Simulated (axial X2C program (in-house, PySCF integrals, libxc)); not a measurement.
Potential curves of AlO⁺, with spin–orbit coupling

Calculated with an in-house all-electron X2C program for linear molecules (integrals from PySCF). Two-component (2c) means X2C with spin–orbit coupling and atomic mean-field two-electron Coulomb and Gaunt terms. Basis: Al dyall-v3z [8s8p2d1f], O dyall-av3z [7s6p3d2f] (cores contracted in-house); Gaussian nuclei, density fitting, unrestricted open shells. Masses: Al 26.982 u, O 15.995 u.

State: Ω = 2 (⟨Sz⟩ = 1.00, ⟨Lz⟩ = 1.00 at PBE0). Energies in eV from the fragments at the same level (Al+ + O). Fits are polynomials in 1 − R0/R over 0.85 to 1.23 times the lowest point R0.

```tsv
R (Å)	PBE0	B97-3
1.5190	-0.3642	-0.3102
1.5889	-0.8633	-0.8226
1.6412	-1.0717	-1.0406
1.6936	-1.1762	-1.1539
1.7460	-1.2026	-1.1889
1.8071	-1.1627	-1.1586
1.8682	-1.0717	-1.0765
1.9468	-0.9121	-0.9275
2.0428	-0.6954	-0.7229
2.1825	-0.4068	-0.4506
```

The state is a single determinant with fixed occupations, the lowest that a limited PBE0 search found. De is counted from the lowest determinant-based energies of the atoms at the same level, without counterpoise correction. Density functionals use the spin component along the axis (collinear). The 2c atoms are single determinants rather than J levels; their spin–orbit lowering is only partly caught, and De is too large by that part. This holds for PBE0, B97-3. PBE0 can misorder states that lie within some tenths of an eV, so this need not be the ground state of the molecule. The nearest other 2c determinant of the search, Ω = 1, lies 0.12 eV up at the distance of the search. Without a current term, density functionals place determinants with orbital angular momentum somewhat too high. With several unpaired electrons one determinant need not be a pure state. Open-shell Ω = 0 determinants with evenly filled partner blocks cannot be reached by this program, so the Ω shown need not be the lowest component.

(1) Fit the PBE0 curve near its minimum: give the equilibrium distance, the harmonic wavenumber and the well depth.

(2) What are Re, ωe and De at the B97-3 level?

Answers

(1) At PBE0, 2c: Re = 1.741 Å, ωe ≈ 759 cm⁻¹, De = 1.20 eV to Al+ + O; Be follows as 0.554 cm⁻¹.

(2) At B97-3, 2c: Re = 1.749 Å, ωe ≈ 742 cm⁻¹, De = 1.19 eV to Al+ + O; Be follows as 0.549 cm⁻¹.
